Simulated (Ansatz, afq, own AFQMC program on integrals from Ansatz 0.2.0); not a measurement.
**GeH$_{3}$, doublet in 6-31G, levels against full CI**

```yaml
atoms:
  - { symbol: Ge, position_ang: [0.0001, 0.0000, -0.0322] }
  - { symbol: H, position_ang: [2.5213, 0.0291, 0.7789] }
  - { symbol: H, position_ang: [-1.2878, 2.1703, 0.7717] }
  - { symbol: H, position_ang: [-1.2377, -2.1991, 0.7724] }
```

Basis 6-31G. Noble-gas cores (and the filled d shells of Ga–Kr and In–Xe) are frozen. AFQMC by an in-house program on the Cholesky factors that Ansatz 0.2.0 writes for its CCSD(T) run. The CISD trial takes its coefficients from CCSD amplitudes. Released means that phaseless walkers are propagated on without the constraint, phases kept. Error bars are statistical, one sigma. No spin–orbit coupling.

Determinant: ROHF, the one that the program's search chose, which needn't be the lowest solution. The geometry is a point of a scan.

Full CI on the same integrals is exact in this basis and with this determinant's frozen core.

Cautions: no relativity below Rb; no spin-orbit coupling; inner d shell frozen; a spin-contaminated unrestricted determinant lies lower (UHF 2.91 eV lower, ⟨S²⟩ 2.15); the search met a lower determinant of the same kind, perhaps of another symmetry (943 meV lower), and this one is a saddle point; strong correlation (T1 0.082, weight of the determinant 0.68, largest double 0.19); the released energies are still falling, so no released level is given (meV from the phaseless value at times in 1/Eh: -16 ± 8 at 0.24, -30 ± 7 at 0.51, -48 ± 6 at 0.99, -73 ± 6 at 1.62, -53 ± 42 at 2.40); the ph-AFQMC/HF walk drifts between its halves (2.1 errors); the ph-AFQMC/CISD walk drifts between its halves (2.0 errors).

- T1 diagnostic: 0.0822
- weight of the determinant in the CISD state: 0.682
- size of the correlated space: 7 electrons in 21 orbitals

Reference: full CI, correlation energy -4.882 eV. The cautions show a poor starting determinant, so the rows tell how each method copes with it here, and full CI is the sure value.

```
        level  E − E(reference) (kcal/mol)  share of correlation (%)
           HF                       112.58                      0.00
          MP2                        47.87                     57.48
         CCSD                         7.47                     93.37
      CCSD(T)                         1.95                     98.26
        CCSDT                         0.09                     99.92
     CCSDT(Q)                         0.06                     99.95
       CCSDTQ                        -0.02                    100.02
  ph-AFQMC/HF                 25.25 ± 0.96                     77.57
ph-AFQMC/CISD                  4.30 ± 0.17                     96.18
```

CCSDT and higher add their correlation energy to the determinant of the CCSD(T) run, since their own runs factorise the integrals more tightly (a shift of under 2 meV). A walk keeps the symmetry of its determinant, which the program's search chose and which needn't be the lowest solution, so a lower state of the same spin and another symmetry isn't excluded.
